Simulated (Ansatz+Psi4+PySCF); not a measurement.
The numbers below are computed, except where a source is named.
```xyz
3

O     0.0000    1.1038   -0.2285
O     0.0000    0.0000    0.4571
O     0.0000   -1.1038   -0.2285
```

Basis set: cc-pVTZ (spherical functions). Frozen core: 3 orbitals. Charge 0, multiplicity 1.

Starred EOM-CCSD(T)(a) on the restricted Hartree–Fock determinant with PySCF 2.14.0; the energies are vertical.

Q: The solver was asked for the few lowest roots only. Give the ionization energies of singlet O3 among them whose weight of singles is over 0.7.

A:

| root | energy (eV) | weight of singles |
| --- | --- | --- |
| 1 | 12.59 | 0.95 |
| 2 | 12.66 | 0.94 |
| 3 | 13.25 | 0.94 |

Higher main lines weren't sought.
